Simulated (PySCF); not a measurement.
Frontier levels across methods

Species: HCl.
SMILES with atom numbers: `[ClH:1]` (hydrogens: H2 on Cl1)

Basis pcSseg-2 throughout (PySCF), one geometry. Geometry: PBE0-D3(BJ)/def2-SVP; no solvent, vibrations or thermal averaging.

Question: How do the orbital energies, the gap and the dipole change with the method?

Answer: 
```
   method                    kind  HOMO (eV)  LUMO (eV)  gap (eV)  μ (D)  SCF cycles
     BLYP                     GGA      -7.85      -0.91      6.94   1.24          11
      PBE                     GGA      -8.00      -0.87      7.13   1.26          12
    B97-D                     GGA      -8.00      -0.80      7.20   1.25          12
     OPBE                     GGA      -8.04      -0.76      7.28   1.27          12
      KT2                     GGA      -8.08      -0.84      7.25   1.26          11
     BP86                     GGA      -8.10      -0.87      7.23   1.26          12
      LDA                     LDA      -8.11      -0.96      7.15   1.32          11
      KT3                     GGA      -8.13      -1.00      7.13   1.24          11
    B3LYP           global hybrid      -9.20      -0.32      8.87   1.27           9
    B97-2           global hybrid      -9.21       0.03      9.23   1.28          10
     PBE0           global hybrid      -9.48       0.06      9.53   1.29          10
 mPW1PW91           global hybrid      -9.50       0.05      9.55   1.29          10
BHandHLYP           global hybrid     -10.81       0.75     11.56   1.30           9
CAM-B3LYP  range-separated hybrid     -10.92       0.89     11.80   1.30          10
  wB97X-D  range-separated hybrid     -11.41       1.89     13.30   1.30          10
  LC-wPBE  range-separated hybrid     -12.41       2.21     14.62   1.33          11
       HF            Hartree–Fock     -12.97       2.76     15.73   1.33           8
```

The HOMO spans 5.11 eV, from BLYP down to HF, and the gap runs from 6.94 eV (BLYP) to 15.73 eV (HF). Over the methods BLYP (0 %), PBE (0 %), B97-D (0 %), OPBE (0 %), KT2 (0 %), BP86 (0 %), LDA (0 %), KT3 (0 %), B3LYP (20 %), B97-2 (21 %), PBE0 (25 %), mPW1PW91 (25 %), BHandHLYP (50 %), HF (100 %), a straight line through the gap against the share of exact exchange rises by 0.86 eV for each 10 % (correlation coefficient 0.999). The dipole ranges from 1.24 D (BLYP) to 1.33 D (LC-wPBE). This basis has no diffuse functions.

Reference dipole: 1.09 D (measured, gas; NIST CCCBDB Release 22 (SRD 101), experimental dipoles); nearest here: BLYP (1.24 D) and KT3 (1.24 D). 

The vertical ΔSCF ionisation energy at CAM-B3LYP/def2-SVPD is 12.86 eV; −ε(HOMO) comes closest to it with HF (12.97 eV).
